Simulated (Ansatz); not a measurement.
# ClH: the cost of one run

Method: the levels named in each step, in Ansatz 0.2.0.

### Step 1. The structure to begin with

Bond lengths: Cl1–H2 1.277 Å.

As a file:

```xyz
2

Cl    0.0000    0.0000    0.0000
H     0.0000    0.0000    1.2772
```

### Step 2. A rough first relaxation, PBE-D4/def2-SVP

Input file input.yaml:

```yaml
crystal:
  periodic: [false, false, false]
  atoms:
    - { symbol: Cl, position_ang: [0.0, 0.0, 0.0] }
    - { symbol: H, position_ang: [0.0, 0.0, 1.27717] }
magnetization:
  spin_polarized: true
  initial_magnetization: 1
total_charge: 1
basis:
  gaussian: { orbitals: def2-SVP }
hamiltonian:
  xc: pbe
  dispersion: d4
relax:
  f_tol: 0.03
  max_steps: 200
```

Run with:

```sh
> ansatz run input.yaml --threads 1 --pin off --max-ram 2560MiB --backend cpu --events-out ev --progress --plain --runs-dir out
```

**Question.** How long does this run take on 1 thread of Arm Neoverse N1, shared host, and how much memory does it need?

About 2.7 s, with a peak of 0.082 GiB.
